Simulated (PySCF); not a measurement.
Potential energy curve for CS, singlet.

Method: CCSD(T) on UHF/cc-pVTZ, 6 core orbitals frozen (PySCF).

Relative to R = 1.57 Å, what are the energies at R = 1.31, 1.69, 2.53, 5.38 Å?

87.5 mEh at 1.31 Å, 15.6 mEh at 1.69 Å, 216.0 mEh at 2.53 Å, 258.1 mEh at 5.38 Å.

The unrestricted solution behind UCCSD(T) changes between 2.30 and 2.53 Å, which can leave a kink. The unrestricted determinant behind UCCSD(T) is spin-contaminated at 1.63 to 6.12 Å (<S²> up to 2.0, against 0.00 for a pure singlet).
